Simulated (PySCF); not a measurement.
**Frontier levels across methods**

Species: silyl cyanide, CH3NSi.
Geometry (PBE0-D3(BJ)/def2-SVP, Å), atoms numbered from 1 in this order:
```
atom  x, y, z in Å
N1     2.4317    0.0207    0.0035
C2     1.2723    0.0128   -0.0003
Si3   -0.5858   -0.0042   -0.0098
H4    -1.0228   -1.0215   -1.0025
H5    -1.0481    1.3558   -0.3946
H6    -1.0411   -0.3597    1.3605
```

Basis pcSseg-2 throughout (PySCF), one geometry. Geometry: PBE0-D3(BJ)/def2-SVP; no solvent, vibrations or thermal averaging.

How do the orbital energies, the gap and the dipole change with the method?

| method | kind | HOMO (eV) | LUMO (eV) | gap (eV) | μ (D) | SCF cycles |
| --- | --- | --- | --- | --- | --- | --- |
| B97-2 | global hybrid | -9.57 | -0.72 | 8.85 | 3.53 | 11 |
| PBE0 | global hybrid | -9.84 | -0.68 | 9.17 | 3.56 | 12 |
| mPW1PW91 | global hybrid | -9.87 | -0.69 | 9.18 | 3.55 | 12 |
| BHandHLYP | global hybrid | -11.03 | 0.37 | 11.39 | 3.66 | 12 |
| CAM-B3LYP | range-separated hybrid | -11.25 | 0.45 | 11.70 | 3.63 | 12 |
| wB97X-D | range-separated hybrid | -11.75 | 1.13 | 12.88 | 3.57 | 12 |
| LC-wPBE | range-separated hybrid | -12.72 | 1.60 | 14.32 | 3.61 | 12 |

The HOMO spans 3.15 eV, from B97-2 down to LC-wPBE, and the gap runs from 8.85 eV (B97-2) to 14.32 eV (LC-wPBE). Over the methods B97-2 (21 %), PBE0 (25 %), mPW1PW91 (25 %), BHandHLYP (50 %), a straight line through the gap against the share of exact exchange rises by 0.88 eV for each 10 % (correlation coefficient 1.000). The dipole ranges from 3.53 D (B97-2) to 3.66 D (BHandHLYP). This basis has no diffuse functions.
